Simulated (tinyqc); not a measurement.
Worked calculation (part 1 of 2): RKS/PBE0 in the sto-3g basis, for H2O, spin multiplicity 1. Computed by tinyqc, a small Python program that keeps every step (integrals from PySCF). Settings: charge = 0, multiplicity = 1, basis = sto-3g, energy threshold = 1e-08, iteration cap = 75, orthogonalisation = symmetric, start = highest core orbitals, DIIS depth = 3, method = RKS, functional = pbe0, grid = [20, 26]. Command: `OMP_NUM_THREADS=1 python tinyqc.py 28748 28749 out.jsonl` (the two numbers bound the seeds that draw the settings). One thread of a shared host (Intel(R) Xeon(R) Processor @ 2.60GHz), about 0.6 s of CPU time with the checks. Later iterations appear only in the table of the cycle.

## One-electron integrals

Geometry (angstrom):
```
atom       x        y       z
O     0.0000   0.0000  0.0000
H     0.0000   0.9400  0.7640
H     0.0000  -0.9400  0.7640
```

Basis sto-3g: exponents (1/bohr^2) and contraction coefficients of normalised primitives:
```
element  l (shell)  exponent  coefficient
O            s (1)  130.7093       0.1543
O            s (1)   23.8089       0.5353
O            s (1)    6.4436       0.4446
O            s (2)    5.0332      -0.1000
O            s (2)    1.1696       0.3995
O            s (2)    0.3804       0.7001
O            p (3)    5.0332       0.1559
O            p (3)    1.1696       0.6077
O            p (3)    0.3804       0.3920
H            s (1)    3.4253       0.1543
H            s (1)    0.6239       0.5353
H            s (1)    0.1689       0.4446
```

Overlap, kinetic and nuclear-attraction integrals over the contracted functions; the nuclear repulsion is the sum of Za Zb / Rab.

nuclear repulsion = 7.271237 hartree

overlap S, lower triangle:
```
         1O 1s   1O 2s  1O 2px   1O 2py  1O 2pz   2H 1s   3H 1s
1O 1s   1.0000
1O 2s   0.2367  1.0000
1O 2px  0.0000  0.0000  1.0000
1O 2py  0.0000  0.0000  0.0000   1.0000
1O 2pz  0.0000  0.0000  0.0000   0.0000  1.0000
2H 1s   0.0295  0.3248  0.0000   0.2313  0.1880  1.0000
3H 1s   0.0295  0.3248  0.0000  -0.2313  0.1880  0.1447  1.0000
```

kinetic energy T (hartree), lower triangle:
```
          1O 1s   1O 2s  1O 2px   1O 2py  1O 2pz    2H 1s   3H 1s
1O 1s   29.0032
1O 2s   -0.1680  0.8081
1O 2px   0.0000  0.0000  2.5287
1O 2py   0.0000  0.0000  0.0000   2.5287
1O 2pz   0.0000  0.0000  0.0000   0.0000  2.5287
2H 1s   -0.0088  0.0382  0.0000   0.0993  0.0807   0.7600
3H 1s   -0.0088  0.0382  0.0000  -0.0993  0.0807  -0.0082  0.7600
```

nuclear attraction V (hartree), lower triangle:
```
           1O 1s    1O 2s   1O 2px   1O 2py   1O 2pz    2H 1s    3H 1s
1O 1s   -61.4922
1O 2s    -7.3899  -9.9236
1O 2px    0.0000   0.0000  -9.8038
1O 2py    0.0000   0.0000   0.0000  -9.8883
1O 2pz   -0.0122  -0.1518   0.0000   0.0000  -9.8596
2H 1s    -0.9424  -2.4079   0.0000  -1.4964  -1.2524  -4.9562
3H 1s    -0.9424  -2.4079   0.0000   1.4964  -1.2524  -0.7932  -4.9562
```

core Hamiltonian H = T + V (hartree), lower triangle:
```
           1O 1s    1O 2s   1O 2px   1O 2py   1O 2pz    2H 1s    3H 1s
1O 1s   -32.4890
1O 2s    -7.5579  -9.1155
1O 2px    0.0000   0.0000  -7.2751
1O 2py    0.0000   0.0000   0.0000  -7.3596
1O 2pz   -0.0122  -0.1518   0.0000   0.0000  -7.3309
2H 1s    -0.9512  -2.3696   0.0000  -1.3971  -1.1717  -4.1962
3H 1s    -0.9512  -2.3696   0.0000   1.3971  -1.1717  -0.8013  -4.1962
```

## Two-electron integrals

Functions are numbered as in S; the eight-fold symmetry (ij|kl) = (ji|kl) = (kl|ij) leaves the list below.

Two-electron integrals (ij|kl) in chemists' order, unique and non-zero (hartree):
```
(11|11) 4.7851      (21|11) 0.7414      (21|21) 0.1369      (22|11) 1.1189
(22|21) 0.2566      (22|22) 0.8172      (31|31) 0.0245      (32|31) 0.0378
(32|32) 0.1805      (33|11) 1.1158      (33|21) 0.2567      (33|22) 0.8170
(33|33) 0.8802      (41|41) 0.0245      (42|41) 0.0378      (42|42) 0.1805
(43|43) 0.0474      (44|11) 1.1158      (44|21) 0.2567      (44|22) 0.8170
(44|33) 0.7853      (44|44) 0.8802      (51|51) 0.0245      (52|51) 0.0378
(52|52) 0.1805      (53|53) 0.0474      (54|54) 0.0474      (55|11) 1.1158
(55|21) 0.2567      (55|22) 0.8170      (55|33) 0.7853      (55|44) 0.7853
(55|55) 0.8802      (61|11) 0.0935      (61|21) 0.0171      (61|22) 0.0320
(61|33) 0.0319      (61|41) 0.0006      (61|42) 0.0011      (61|44) 0.0320
(61|51) 4.85e-04    (61|52) 0.0009      (61|54) 9.28e-05    (61|55) 0.0320
(61|61) 0.0022      (62|11) 0.2550      (62|21) 0.0593      (62|22) 0.2127
(62|33) 0.2089      (62|41) 0.0034      (62|42) 0.0277      (62|44) 0.2157
(62|51) 0.0028      (62|52) 0.0225      (62|54) 0.0055      (62|55) 0.2134
(62|61) 0.0076      (62|62) 0.0719      (63|31) 0.0059      (63|32) 0.0354
(63|43) 0.0056      (63|53) 0.0045      (63|63) 0.0096      (64|11) 0.1517
(64|21) 0.0357      (64|22) 0.1368      (64|33) 0.1308      (64|41) 0.0077
(64|42) 0.0520      (64|44) 0.1460      (64|51) 0.0015      (64|52) 0.0135
(64|54) 0.0078      (64|55) 0.1334      (64|61) 0.0047      (64|62) 0.0562
(64|64) 0.0531      (65|11) 0.1233      (65|21) 0.0290      (65|22) 0.1112
(65|33) 0.1063      (65|41) 0.0015      (65|42) 0.0135      (65|44) 0.1096
(65|51) 0.0071      (65|52) 0.0463      (65|54) 0.0083      (65|55) 0.1175
(65|61) 0.0039      (65|62) 0.0457      (65|64) 0.0354      (65|65) 0.0384
(66|11) 0.4308      (66|21) 0.1018      (66|22) 0.4207      (66|33) 0.4050
(66|41) 0.0069      (66|42) 0.0781      (66|44) 0.4331      (66|51) 0.0056
(66|52) 0.0635      (66|54) 0.0229      (66|55) 0.4236      (66|61) 0.0131
(66|62) 0.1889      (66|64) 0.1688      (66|65) 0.1372      (66|66) 0.7746
(71|11) 0.0935      (71|21) 0.0171      (71|22) 0.0320      (71|33) 0.0319
(71|41) -0.0006     (71|42) -0.0011     (71|44) 0.0320      (71|51) 4.85e-04
(71|52) 0.0009      (71|54) -9.28e-05   (71|55) 0.0320      (71|61) 0.0021
(71|62) 0.0074      (71|64) 0.0043      (71|65) 0.0037      (71|66) 0.0126
(71|71) 0.0022      (72|11) 0.2550      (72|21) 0.0593      (72|22) 0.2127
(72|33) 0.2089      (72|41) -0.0034     (72|42) -0.0277     (72|44) 0.2157
(72|51) 0.0028      (72|52) 0.0225      (72|54) -0.0055     (72|55) 0.2134
(72|61) 0.0074      (72|62) 0.0567      (72|64) 0.0310      (72|65) 0.0350
(72|66) 0.1192      (72|71) 0.0076      (72|72) 0.0719      (73|31) 0.0059
(73|32) 0.0354      (73|43) -0.0056     (73|53) 0.0045      (73|63) 0.0073
(73|73) 0.0096      (74|11) -0.1517     (74|21) -0.0357     (74|22) -0.1368
(74|33) -0.1308     (74|41) 0.0077      (74|42) 0.0520      (74|44) -0.1460
(74|51) -0.0015     (74|52) -0.0135     (74|54) 0.0078      (74|55) -0.1334
(74|61) -0.0043     (74|62) -0.0310     (74|64) -0.0101     (74|65) -0.0188
(74|66) -0.0604     (74|71) -0.0047     (74|72) -0.0562     (74|74) 0.0531
(75|11) 0.1233      (75|21) 0.0290      (75|22) 0.1112      (75|33) 0.1063
(75|41) -0.0015     (75|42) -0.0135     (75|44) 0.1096      (75|51) 0.0071
(75|52) 0.0463      (75|54) -0.0083     (75|55) 0.1175      (75|61) 0.0037
(75|62) 0.0350      (75|64) 0.0188      (75|65) 0.0286      (75|66) 0.0800
(75|71) 0.0039      (75|72) 0.0457      (75|74) -0.0354     (75|75) 0.0384
(76|11) 0.0783      (76|21) 0.0184      (76|22) 0.0724      (76|33) 0.0706
(76|44) 0.0719      (76|51) 0.0013      (76|52) 0.0129      (76|55) 0.0745
(76|61) 0.0023      (76|62) 0.0247      (76|64) 0.0169      (76|65) 0.0177
(76|66) 0.0700      (76|71) 0.0023      (76|72) 0.0247      (76|74) -0.0169
(76|75) 0.0177      (76|76) 0.0110      (77|11) 0.4308      (77|21) 0.1018
(77|22) 0.4207      (77|33) 0.4050      (77|41) -0.0069     (77|42) -0.0781
(77|44) 0.4331      (77|51) 0.0056      (77|52) 0.0635      (77|54) -0.0229
(77|55) 0.4236      (77|61) 0.0126      (77|62) 0.1192      (77|64) 0.0604
(77|65) 0.0800      (77|66) 0.2800      (77|71) 0.0131      (77|72) 0.1889
(77|74) -0.1688     (77|75) 0.1372      (77|76) 0.0700      (77|77) 0.7746
```

## Orthogonalisation

S = U s U^T; symmetric (Loewdin) form X = U s^(-1/2) U^T, so that X^T S X = 1.

eigenvalues of S: 0.5007  0.5927  0.8853  1.0000  1.1060  1.2626  1.6527

X, lower triangle:
```
          1O 1s    1O 2s  1O 2px   1O 2py   1O 2pz    2H 1s   3H 1s
1O 1s    1.0232
1O 2s   -0.1329   1.1132
1O 2px   0.0000   0.0000  1.0000
1O 2py   0.0000   0.0000  0.0000   1.0503
1O 2pz  -0.0057   0.0515  0.0000   0.0000   1.0291
2H 1s    0.0165  -0.1787  0.0000  -0.1412  -0.1014   1.0889
3H 1s    0.0165  -0.1787  0.0000   0.1412  -0.1014  -0.0497  1.0889
```

## Starting guess

The start is the highest orbitals of the core Hamiltonian (a deliberately bad start); D = 2 C_occ C_occ^T.

D at the start, lower triangle:
```
          1O 1s    1O 2s  1O 2px   1O 2py   1O 2pz    2H 1s   3H 1s
1O 1s    0.0157
1O 2s   -0.0820   0.4875
1O 2px   0.0000   0.0000  2.0000
1O 2py   0.0000   0.0000  0.0000   2.2859
1O 2pz   0.1342  -0.4972  0.0000   0.0000   1.8741
2H 1s    0.0559  -0.5261  0.0000  -0.6180  -0.3432   2.4704
3H 1s    0.0559  -0.5261  0.0000   0.6180  -0.3432  -0.2022  2.4704
```

## Iteration 1: exchange-correlation on the grid

Becke grid with 20 radial and 26 angular points per atom, points of zero weight dropped. rho = sum D_ij phi_i phi_j; V_xc,ij = sum w v_xc phi_i phi_j plus the gradient terms; v_xc is d(rho eps)/d rho at fixed gradient. Exact exchange is left to K.

The 16 grid points with the largest w rho, of 1558 (bohr, atomic units):
```
x              y        z       w     rho  |grad rho|^2   eps_xc     v_xc
0.0000    0.0000  -1.0451  0.1998  0.4835        1.3571  -0.5007  -0.6407
0.0000    0.0000  -1.3840  0.4285  0.1859        0.3515  -0.3848  -0.4502
1.0451    0.0000   0.0000  0.1997  0.3859        0.8671  -0.4678  -0.5954
-1.0451   0.0000   0.0000  0.1997  0.3859        0.8671  -0.4678  -0.5954
0.0000    0.7390  -0.7390  0.1597  0.4795        1.3425  -0.4995  -0.6389
0.0000   -0.7390  -0.7390  0.1597  0.4795        1.3425  -0.4995  -0.6389
0.0000    1.0451   0.0000  0.1902  0.3992        1.0216  -0.4732  -0.5997
0.0000   -1.0451   0.0000  0.1902  0.3992        1.0216  -0.4732  -0.5997
0.0000    0.0000  -0.7697  0.0874  0.8658        2.5486  -0.5967  -0.7794
0.7390    0.0000  -0.7390  0.1598  0.4613        1.2303  -0.4936  -0.6311
-0.7390   0.0000  -0.7390  0.1598  0.4613        1.2303  -0.4936  -0.6311
0.0000    0.7697   0.0000  0.0868  0.7399        2.3921  -0.5689  -0.7393
0.0000   -0.7697   0.0000  0.0868  0.7399        2.3921  -0.5689  -0.7393
1.3840    0.0000   0.0000  0.4281  0.1481        0.2293  -0.3619  -0.4152
-1.3840   0.0000   0.0000  0.4281  0.1481        0.2293  -0.3619  -0.4152
0.0000    0.9786  -0.9786  0.3421  0.1833        0.3481  -0.3837  -0.4474
```

electrons on the grid, sum of w rho = 10.0000

E_xc = sum of w rho eps_xc = -4.087311 hartree

V_xc (hartree), lower triangle:
```
          1O 1s    1O 2s   1O 2px   1O 2py   1O 2pz    2H 1s    3H 1s
1O 1s   -0.6336
1O 2s   -0.1713  -0.5847
1O 2px   0.0000   0.0000  -0.5842
1O 2py   0.0000   0.0000   0.0000  -0.5943
1O 2pz  -0.0017   0.0294   0.0000   0.0000  -0.5783
2H 1s   -0.0212  -0.1505   0.0000  -0.1032  -0.0785  -0.4210
3H 1s   -0.0212  -0.1505   0.0000   0.1032  -0.0785  -0.0518  -0.4210
```

## Iteration 1: building the Kohn-Sham matrix

J_ij = sum D_kl (ij|kl), K_ij = sum D_kl (ik|jl); F = H + J - 0.125 K + V_xc; E = tr D H + tr D J / 2 - 0.0625 tr D K + E_xc + E_nn.

Coulomb J (hartree), lower triangle:
```
          1O 1s    1O 2s  1O 2px   1O 2py  1O 2pz   2H 1s   3H 1s
1O 1s    8.4089
1O 2s    1.9419   6.5249
1O 2px   0.0000   0.0000  6.4714
1O 2py   0.0000   0.0000  0.0000   6.5808
1O 2pz  -0.0231  -0.0050  0.0000   0.0000  6.5184
2H 1s    0.2415   1.8415  0.0000   1.2488  1.0228  4.5507
3H 1s    0.2415   1.8415  0.0000  -1.2488  1.0228  0.6898  4.5507
```

exchange K (hartree), lower triangle:
```
          1O 1s    1O 2s  1O 2px   1O 2py  1O 2pz   2H 1s   3H 1s
1O 1s    0.1634
1O 2s    0.2273   1.2689
1O 2px   0.0000   0.0000  1.9914
1O 2py   0.0000   0.0000  0.0000   2.0652
1O 2pz  -0.0223  -0.5837  0.0000   0.0000  1.8353
2H 1s    0.0345   0.3717  0.0000   0.4183  0.1966  1.5975
3H 1s    0.0345   0.3717  0.0000  -0.4183  0.1966  0.1616  1.5975
```

Kohn-Sham matrix F (hartree), lower triangle:
```
           1O 1s    1O 2s   1O 2px   1O 2py   1O 2pz    2H 1s    3H 1s
1O 1s   -24.7342
1O 2s    -5.8157  -3.3339
1O 2px    0.0000   0.0000  -1.6367
1O 2py    0.0000   0.0000   0.0000  -1.6311
1O 2pz   -0.0342  -0.0545   0.0000   0.0000  -1.6202
2H 1s    -0.7352  -0.7252   0.0000  -0.3039  -0.2519  -0.2661
3H 1s    -0.7352  -0.7252   0.0000   0.3039  -0.2519  -0.1835  -0.2661
```

total energy of this density = -28.712173 hartree

## Iteration 1: diagonalisation and new density

Diagonalise F' = X^T F X, C = X C', fill 5 alpha and 5 beta electrons from the bottom; D = 2 C_occ C_occ^T. Each column has its largest component positive (the first on a tie).

F' = X^T F X (hartree), lower triangle:
```
          1        2        3        4        5        6        7
1  -24.4168
2   -2.6587  -2.3696
3    0.0000   0.0000  -1.6367
4    0.0000   0.0000   0.0000  -1.6223
5   -0.0377  -0.0423   0.0000   0.0000  -1.6182
6   -0.1023  -0.2313   0.0000  -0.1204  -0.0846  -0.0313
7   -0.1023  -0.2313   0.0000   0.1204  -0.0846  -0.0547  -0.0313
```

orbital energies (hartree): MO1 -24.7343, MO2 -2.1068, MO3 -1.6397, MO4 -1.6367, MO5 -1.6197, MO6 -0.0297, MO7 0.0408

coefficients C:
```
            MO1      MO2      MO3     MO4      MO5      MO6      MO7
1O 1s    1.0005  -0.2465   0.0000  0.0000   0.0244   0.0539   0.0000
1O 2s   -0.0022   1.0664   0.0000  0.0000  -0.0999  -0.4197   0.0000
1O 2px   0.0000   0.0000   0.0000  1.0000   0.0000   0.0000   0.0000
1O 2py   0.0000   0.0000   1.0245  0.0000   0.0000   0.0000  -0.3056
1O 2pz   0.0013   0.1452   0.0000  0.0000   1.0060  -0.2218   0.0000
2H 1s    0.0005  -0.0729  -0.0585  0.0000  -0.0399   0.7587   0.8153
3H 1s    0.0005  -0.0729   0.0585  0.0000  -0.0399   0.7587  -0.8153
```

D after iteration 1, lower triangle:
```
          1O 1s    1O 2s  1O 2px   1O 2py   1O 2pz   2H 1s   3H 1s
1O 1s    2.1246
1O 2s   -0.5350   2.2945
1O 2px   0.0000   0.0000  2.0000
1O 2py   0.0000   0.0000  0.0000   2.0991
1O 2pz  -0.0200   0.1087  0.0000   0.0000   2.0662
2H 1s    0.0351  -0.1476  0.0000  -0.1198  -0.1014  0.0207
3H 1s    0.0351  -0.1476  0.0000   0.1198  -0.1014  0.0070  0.0207
```

## Iteration 2: exchange-correlation on the grid

As before.

The 16 grid points with the largest w rho, of 1558 (bohr, atomic units):
```
x              y        z       w     rho  |grad rho|^2   eps_xc     v_xc
0.0000    0.0000   1.0451  0.1956  0.5186        1.7103  -0.5120  -0.6535
1.0451    0.0000   0.0000  0.1997  0.5042        1.5308  -0.5073  -0.6487
-1.0451   0.0000   0.0000  0.1997  0.5042        1.5308  -0.5073  -0.6487
0.0000    0.0000  -1.0451  0.1998  0.4987        1.4822  -0.5055  -0.6466
0.0000   -1.0451   0.0000  0.1902  0.5094        1.6319  -0.5091  -0.6499
0.0000    1.0451   0.0000  0.1902  0.5094        1.6319  -0.5091  -0.6499
0.0000    0.0000   0.7697  0.0871  0.9482        3.1336  -0.6137  -0.8019
1.3840    0.0000   0.0000  0.4281  0.1920        0.3766  -0.3884  -0.4552
-1.3840   0.0000   0.0000  0.4281  0.1920        0.3766  -0.3884  -0.4552
-0.7390   0.0000   0.7390  0.1588  0.5154        1.6407  -0.5108  -0.6528
0.7390    0.0000   0.7390  0.1588  0.5154        1.6407  -0.5108  -0.6528
0.0000    0.0000  -1.3840  0.4285  0.1907        0.3689  -0.3875  -0.4543
0.0000    0.7390  -0.7390  0.1597  0.5056        1.5308  -0.5077  -0.6494
0.0000   -0.7390  -0.7390  0.1597  0.5056        1.5308  -0.5077  -0.6494
0.0000   -0.7697   0.0000  0.0868  0.9287        2.9960  -0.6098  -0.7967
0.0000    0.7697   0.0000  0.0868  0.9287        2.9960  -0.6098  -0.7967
```

electrons on the grid, sum of w rho = 10.0085

E_xc = sum of w rho eps_xc = -7.686531 hartree

V_xc (hartree), lower triangle:
```
          1O 1s    1O 2s   1O 2px   1O 2py   1O 2pz    2H 1s    3H 1s
1O 1s   -2.3338
1O 2s   -0.3261  -0.6465
1O 2px   0.0000   0.0000  -0.6429
1O 2py   0.0000   0.0000   0.0000  -0.6405
1O 2pz  -0.0005  -0.0013   0.0000   0.0000  -0.6422
2H 1s   -0.0415  -0.1437   0.0000  -0.0828  -0.0675  -0.1608
3H 1s   -0.0415  -0.1437   0.0000   0.0828  -0.0675  -0.0379  -0.1608
```

## Iteration 2: building the Kohn-Sham matrix

As before.

Coulomb J (hartree), lower triangle:
```
          1O 1s   1O 2s  1O 2px   1O 2py  1O 2pz   2H 1s   3H 1s
1O 1s   18.5789
1O 2s    3.5430  8.8018
1O 2px   0.0000  0.0000  8.7951
1O 2py   0.0000  0.0000  0.0000   8.7931
1O 2pz   0.0023  0.0021  0.0000   0.0000  8.7938
2H 1s    0.4438  2.2153  0.0000   1.3982  1.1361  4.2145
3H 1s    0.4438  2.2153  0.0000  -1.3982  1.1361  0.7350  4.2145
```

exchange K (hartree), lower triangle:
```
         1O 1s   1O 2s  1O 2px   1O 2py  1O 2pz   2H 1s   3H 1s
1O 1s   9.8409
1O 2s   1.7160  2.8684
1O 2px  0.0000  0.0000  2.3596
1O 2py  0.0000  0.0000  0.0000   2.3656
1O 2pz  0.0009  0.0105  0.0000   0.0000  2.3629
2H 1s   0.2287  0.6553  0.0000   0.3320  0.2656  0.2687
3H 1s   0.2287  0.6553  0.0000  -0.3320  0.2656  0.1408  0.2687
```

Kohn-Sham matrix F (hartree), lower triangle:
```
           1O 1s    1O 2s  1O 2px   1O 2py   1O 2pz    2H 1s    3H 1s
1O 1s   -17.4740
1O 2s    -4.5555  -1.3187
1O 2px    0.0000   0.0000  0.5822
1O 2py    0.0000   0.0000  0.0000   0.4974
1O 2pz   -0.0105  -0.1523  0.0000   0.0000   0.5253
2H 1s    -0.5774  -0.3800  0.0000  -0.1232  -0.1363  -0.1761
3H 1s    -0.5774  -0.3800  0.0000   0.1232  -0.1363  -0.1219  -0.1761
```

total energy of this density = -73.748171 hartree

## Iteration 2: DIIS over 2 matrices

error matrix X^T (FDS - SDF) X:
```
         1        2       3        4        5        6        7
1   0.0000   0.0328  0.0000   0.0000   0.0127  -0.1801  -0.1801
2  -0.0328   0.0000  0.0000   0.0000   0.0419   0.3676   0.3676
3   0.0000   0.0000  0.0000   0.0000   0.0000   0.0000   0.0000
4   0.0000   0.0000  0.0000   0.0000   0.0000   0.5101  -0.5101
5  -0.0127  -0.0419  0.0000   0.0000   0.0000   0.3718   0.3718
6   0.1801  -0.3676  0.0000  -0.5101  -0.3718   0.0000   0.0000
7   0.1801  -0.3676  0.0000   0.5101  -0.3718   0.0000   0.0000
```

B (overlaps of the stored error matrices):
```
                1               2
1   2.0823415e-01  -3.3468637e-01
2  -3.3468637e-01   2.2696632e+00
```

Minimise |sum c_i e_i|^2 with sum c_i = 1: solve [B -1; -1 0][c; lambda] = [0; -1] with B_ij = tr e_i^T e_j, and take F = sum c_i F_i.

DIIS coefficients: 0.8275  0.1725

extrapolated F (hartree), lower triangle:
```
           1O 1s    1O 2s   1O 2px   1O 2py   1O 2pz    2H 1s    3H 1s
1O 1s   -23.4818
1O 2s    -5.5983  -2.9863
1O 2px    0.0000   0.0000  -1.2540
1O 2py    0.0000   0.0000   0.0000  -1.2640
1O 2pz   -0.0301  -0.0714   0.0000   0.0000  -1.2501
2H 1s    -0.7079  -0.6656   0.0000  -0.2727  -0.2320  -0.2506
3H 1s    -0.7079  -0.6656   0.0000   0.2727  -0.2320  -0.1729  -0.2506
```

## Iteration 2: diagonalisation and new density

As before.

F' = X^T F X (hartree), lower triangle:
```
          1        2        3        4        5        6        7
1  -23.1573
2   -2.6338  -2.0260
3    0.0000   0.0000  -1.2540
4    0.0000   0.0000   0.0000  -1.2356
5   -0.0347  -0.0449   0.0000   0.0000  -1.2362
6   -0.0930  -0.2282   0.0000  -0.1371  -0.0988  -0.0288
7   -0.0930  -0.2282   0.0000   0.1371  -0.0988  -0.0530  -0.0288
```

orbital energies (hartree): MO1 -23.4819, MO2 -1.7658, MO3 -1.2647, MO4 -1.2540, MO5 -1.2419, MO6 -0.0116, MO7 0.0534

coefficients C:
```
            MO1      MO2      MO3     MO4      MO5      MO6      MO7
1O 1s    0.9995  -0.2481   0.0000  0.0000   0.0299   0.0611   0.0000
1O 2s    0.0021   1.0521   0.0000  0.0000  -0.1271  -0.4477   0.0000
1O 2px   0.0000   0.0000   0.0000  1.0000   0.0000   0.0000   0.0000
1O 2py   0.0000   0.0000   1.0089  0.0000   0.0000   0.0000  -0.3536
1O 2pz   0.0014   0.1507   0.0000  0.0000   0.9965  -0.2582   0.0000
2H 1s   -0.0002  -0.0506  -0.0199  0.0000  -0.0148   0.7614   0.8172
3H 1s   -0.0002  -0.0506   0.0199  0.0000  -0.0148   0.7614  -0.8172
```

D after iteration 2, lower triangle:
```
          1O 1s    1O 2s  1O 2px   1O 2py   1O 2pz   2H 1s   3H 1s
1O 1s    2.1230
1O 2s   -0.5254   2.2460
1O 2px   0.0000   0.0000  2.0000
1O 2py   0.0000   0.0000  0.0000   2.0357
1O 2pz  -0.0123   0.0636  0.0000   0.0000   2.0313
2H 1s    0.0237  -0.1026  0.0000  -0.0401  -0.0447  0.0063
3H 1s    0.0237  -0.1026  0.0000   0.0401  -0.0447  0.0048  0.0063
```
